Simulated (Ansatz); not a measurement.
Basis-set extrapolation for C6H8, SMILES `C=C1C=CCC1` (PBE0-D4/def2-TZVP geometry, frozen core, the Gaussian-basis code of Ansatz). Multiplicity 1, RHF reference.

```
                      def2-TZVPP   def2-QZVPP
                 HF  -231.916337  -231.926478
    MP2 correlation    -0.972501    -1.033570
CCSD(T) correlation    -1.064638      not run
```

Energies in hartree. Use E(X) = E(∞) + A·exp(−7.88·√X) for Hartree–Fock and E(X) = E(∞) + B·X^(−2.97) for correlation, with X = 3 and 4, and add CCSD(T) minus MP2 of the smaller set to the MP2 limit.

Question: What is the CCSD(T) energy at the basis-set limit?

Answer: HF limit: -231.926478 + (-0.010141) × 0.13774 = -231.92787. MP2 limit: -1.033570 + (-0.061069) × 0.74074 = -1.07881. Higher-order term: -1.064638 − (-0.972501) = -0.09214. Total: -233.09882 hartree, 73.9 kcal/mol below CCSD(T)/def2-TZVPP.
